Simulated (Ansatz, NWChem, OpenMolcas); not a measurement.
## How basis sets differ on BH3 (SMILES B)

BH3 has 4 atoms, charge 0, and is taken as a singlet. SMILES: `B`. Geometry: relaxed at PBE0-D4/def2-TZVP.

```xyz
4

B     0.0139   -0.0151   -0.0051
H     0.9822    0.3817    0.5688
H    -0.2762   -1.1718    0.0430
H    -0.6644    0.7449   -0.6269
```

Each level gives the energy change with the B1–H3 bond stretched from 1.193 to 1.790 Å (eV). The values are calculated.

```tsv
level	kind	program	value (eV)	CPU time (all runs)
HF/STO-3G (restricted)	Hartree–Fock	Ansatz	3.44	0.08 s
HF/3-21G (restricted)	Hartree–Fock	NWChem	2.01	2.4 s
HF/6-31G (restricted)	Hartree–Fock	OpenMolcas	2.02	3.4 s
HF/def2-TZVPPD (restricted)	Hartree–Fock	NWChem	2.01	11 s
```

The first shape isn't each level's own minimum. The values span 2.01 to 3.44 eV. CPU times are rough (shared hosts, several kinds of processor): they show what a rung costs within a factor of a few.
